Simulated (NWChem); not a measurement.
Program: NWChem. System: O₃, charge 0, spin multiplicity 1, displaced from the optimised geometry. Level: CCSD(T)/cc-pVDZ, 3 core orbitals frozen, spin-restricted.

Job file:

```
start mol
memory heap 100 mb stack 700 mb global 1900 mb
geometry units angstroms nocenter noautoz noautosym
  O     -0.975813     0.000000    -0.159750
  O      0.000000     0.000000     0.420396
  O      1.060667     0.000000    -0.210198
end
basis spherical
  * library cc-pvdz
end
scf
  rhf
  nopen 0
  maxiter 100
  thresh 1e-7
  semidirect memsize 60000000 filesize 0
end
ccsd
  freeze core 3
  maxiter 60
end
task ccsd(t) energy
```

Output (cleaned and shortened):

```
             Northwest Computational Chemistry Package (NWChem) 7.3.0
             --------------------------------------------------------

                                NWChem Input Module
                                -------------------

 Scaling coordinates for geometry "geometry" by  1.889725989
 (inverse scale =  0.529177249)

                             Geometry "geometry" -> ""
                             -------------------------

 Output coordinates in angstroms (scale by  1.889725989 to convert to a.u.)

  No.       Tag          Charge          X              Y              Z
 ---- ---------------- ---------- -------------- -------------- --------------
    1 O                    8.0000    -0.97581300     0.00000000    -0.15975000
    2 O                    8.0000     0.00000000     0.00000000     0.42039600
    3 O                    8.0000     1.06066700     0.00000000    -0.21019800

 Effective nuclear repulsion energy (a.u.)      73.9038826862

            Nuclear Dipole moment (a.u.)
            ----------------------------
        X                 Y               Z
 ---------------- ---------------- ----------------
     1.2828064723     0.0000000000     0.7626631734


 Summary of "ao basis" -> "" (spherical)
 ------------------------------------------------------------------------------
       Tag                 Description            Shells   Functions and Types
 ---------------- ------------------------------  ------  ---------------------
 *                          cc-pvdz                   on all atoms

 Summary of "ao basis" -> "ao basis" (spherical)
 ------------------------------------------------------------------------------
       Tag                 Description            Shells   Functions and Types
 ---------------- ------------------------------  ------  ---------------------
 O                          cc-pvdz                  6       14   3s2p1d

                                 NWChem SCF Module
                                 -----------------

  ao basis        = "ao basis"
  functions       =    42
  atoms           =     3
  closed shells   =    12
  open shells     =     0
  charge          =   0.00
  wavefunction    = RHF
  use symmetry    = F
  symmetry adapt  = F

 Summary of "ao basis" -> "ao basis" (spherical)
 ------------------------------------------------------------------------------
       Tag                 Description            Shells   Functions and Types
 ---------------- ------------------------------  ------  ---------------------
 O                          cc-pvdz                  6       14   3s2p1d

 Forming initial guess at       0.0s

      Superposition of Atomic Density Guess
      -------------------------------------

 Sum of atomic energies:        -224.29101330

      Non-variational initial energy
      ------------------------------

 Total energy =    -225.181854
 1-e energy   =    -456.638726
 2-e energy   =     157.552990
 HOMO         =      -0.281152
 LUMO         =      -0.103650

 Starting SCF solution at       0.1s

 ----------------------------------------------
         Quadratically convergent ROHF

 Convergence threshold     :          1.000E-07
 Maximum no. of iterations :          100
 Final Fock-matrix accuracy:          1.000E-09
 ----------------------------------------------

              iter       energy          gnorm     gmax       time
             ----- ------------------- --------- --------- --------
                 1     -224.1141300755  1.91D+00  5.95D-01      0.1
[...]
  15     -0.5810815831  5.536D-09  4.112D-07     0.35     0.00     0.33
                  *************converged*************
-------------------------------------------------------------------------

 -----------
 CCSD Energy
 -----------
 Reference energy:            -224.275038056425444
 CCSD corr. energy:             -0.581081583072281
 Total CCSD energy:           -224.856119639497734

 --------------------------------
 Spin Component Scaled (SCS) CCSD
 --------------------------------
 Same spin contribution:                 -0.136610740708115
 Same spin scaling factor:                1.130000000000000
 Opposite spin contribution:             -0.444470842364166
 Opposite spin scaling fact.:             1.270000000000000
 SCS-CCSD correlation energy:            -0.718848106802660
 Total SCS-CCSD energy:                -224.993886163228098
 memory            104853716

*********triples calculation*********

nkpass=    1; nvpass=    1; memdrv=          54210; memtrn=         661342; memavail=      104853428
 memory available/node                      104853428
 total number of virtual orbitals        30
 number of virtuals per integral pass    30
 number of integral evaluations           1
 number of occupied per triples pass      9
 number of triples passes                 1

 commencing integral evaluation        1 at           5.52
  symmetry use  F
task         2 out of       171 done   1%  at       0.0 secs
task         9 out of       171 done   5%  at       0.0 secs
task        18 out of       171 done  10%  at       0.0 secs
task        26 out of       171 done  15%  at       0.1 secs
task        35 out of       171 done  20%  at       0.1 secs
task        43 out of       171 done  25%  at       0.1 secs
task        52 out of       171 done  30%  at       0.1 secs
task        60 out of       171 done  35%  at       0.1 secs
task        69 out of       171 done  40%  at       0.2 secs
task        77 out of       171 done  45%  at       0.2 secs
task        86 out of       171 done  50%  at       0.2 secs
task        95 out of       171 done  55%  at       0.2 secs
task       103 out of       171 done  60%  at       0.2 secs
task       112 out of       171 done  65%  at       0.2 secs
task       120 out of       171 done  70%  at       0.2 secs
task       129 out of       171 done  75%  at       0.2 secs
task       137 out of       171 done  80%  at       0.3 secs
task       146 out of       171 done  85%  at       0.3 secs
task       154 out of       171 done  90%  at       0.3 secs
task       163 out of       171 done  95%  at       0.3 secs
task       171 out of       171 done 100%  at       0.3 secs
 commencing triples evaluation - blocking       1
 ccsd(t): done        1 out of       30 progress:    3.3%
 ccsd(t): done        2 out of       30 progress:    6.7%
 ccsd(t): done        3 out of       30 progress:   10.0%
 ccsd(t): done        4 out of       30 progress:   13.3%
 ccsd(t): done        5 out of       30 progress:   16.7%
 ccsd(t): done        6 out of       30 progress:   20.0%
 ccsd(t): done        7 out of       30 progress:   23.3%
 ccsd(t): done        8 out of       30 progress:   26.7%
 ccsd(t): done        9 out of       30 progress:   30.0%
 ccsd(t): done       10 out of       30 progress:   33.3%
 ccsd(t): done       11 out of       30 progress:   36.7%
 ccsd(t): done       12 out of       30 progress:   40.0%
 ccsd(t): done       13 out of       30 progress:   43.3%
 ccsd(t): done       14 out of       30 progress:   46.7%
 ccsd(t): done       15 out of       30 progress:   50.0%
 ccsd(t): done       16 out of       30 progress:   53.3%
 ccsd(t): done       17 out of       30 progress:   56.7%
 ccsd(t): done       18 out of       30 progress:   60.0%
 ccsd(t): done       19 out of       30 progress:   63.3%
 ccsd(t): done       20 out of       30 progress:   66.7%
 ccsd(t): done       21 out of       30 progress:   70.0%
 ccsd(t): done       22 out of       30 progress:   73.3%
 ccsd(t): done       23 out of       30 progress:   76.7%
 ccsd(t): done       24 out of       30 progress:   80.0%
 ccsd(t): done       25 out of       30 progress:   83.3%
 ccsd(t): done       26 out of       30 progress:   86.7%
 ccsd(t): done       27 out of       30 progress:   90.0%
 ccsd(t): done       28 out of       30 progress:   93.3%
 ccsd(t): done       29 out of       30 progress:   96.7%
 ccsd(t): done       30 out of       30 progress:  100.0%
 Time for integral evaluation pass     1        0.28
 Time for triples evaluation pass      1        0.26

 pseudo-e(mp4)  -0.28294682376135E-01
 pseudo-e(mp5)   0.26394518103709E-02
        e(t)    -0.25655230565764E-01

 --------------
 CCSD(T) Energy
 --------------
 Reference energy:                    -224.275038056425444

 CCSD corr. energy:                     -0.581081583072281
 T(CCSD) corr. energy:                  -0.028294682376135
 Total CCSD+T(CCSD) energy:           -224.884414321873862

 CCSD corr. energy:                     -0.581081583072281
 (T) corr. energy:                      -0.025655230565764
 Total CCSD(T) energy:                -224.881774870063481

 routine      calls  cpu(0)   cpu-min  cpu-ave  cpu-max   i/o
 aoccsd          1     0.00     0.00     0.00     0.00    0.00
 iterdrv         1     0.01     0.01     0.01     0.01    0.00
 pampt          15     0.02     0.02     0.02     0.02    0.00
 t2pm           15     0.03     0.03     0.03     0.03    0.00
 sxy            15     0.04     0.04     0.04     0.04    0.00
 ints       438585     4.44     4.44     4.44     4.44    0.00
 t2eri        2565     0.41     0.41     0.41     0.41    0.00
 idx2         2565     0.10     0.10     0.10     0.10    0.00
 idx34          15     0.02     0.02     0.02     0.02    0.00
 ht2pm          15     0.04     0.04     0.04     0.04    0.00
 itm            15     0.16     0.16     0.16     0.16    0.00
 pdiis          15     0.01     0.01     0.01     0.01    0.00
 triples         1     0.00     0.00     0.00     0.00    0.00
 rdtrpo          1     0.00     0.00     0.00     0.00    0.00
 trpmos          1     0.28     0.28     0.28     0.28    0.00
 trpdrv          1     0.04     0.04     0.04     0.04    0.00
 dovvv       24300     0.09     0.09     0.09     0.09    0.00
 doooo       24300     0.04     0.04     0.04     0.04    0.00
 tengy       21870     0.08     0.08     0.08     0.08    0.00
 Total                 5.81     5.81     5.81     5.81    0.00

 Task  times  cpu:        6.2s     wall:        6.2s

 Total times  cpu:        6.2s     wall:        6.2s
```
